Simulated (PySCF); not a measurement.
## Rotational lines of MgAl⁺

Lines J+1 ← J of the vibrational ground state, computed from RHF-CCSD(T) constants of MgAl⁺, ¹Σ⁺ (singlet), closed shell (Mg 3-21G, Al 3-21G; no relativity (PySCF 2.14); masses 23.9850 and 26.9815 u), in MHz:

```tsv
J	ν (MHz)
2	20877.6
3	27835.3
4	34791.7
5	41746.5
6	48699.4
```

(1) Find B0 and the effective bond length r0; with αe = 0.00173 cm⁻¹, find Re.

Correlated steps freeze 6 core orbitals. For an ion De counts to the pair picked by the measured ionisation energies or electron affinities, which need not be the lowest pair at this level. 3-21G is very small, so such numbers show the basis as much as the molecule.

## Answers

(1) ν = 2B0(J+1) − 4D(J+1)³ gives B0 = 0.11607 cm⁻¹. With the reduced mass μred = 12.698 u, r0 = √(16.8576/(μred·B0)) (u, cm⁻¹, Å) = 3.3820 Å. Be = B0 + αe/2 = 0.11694 cm⁻¹ gives Re = 3.369 Å.
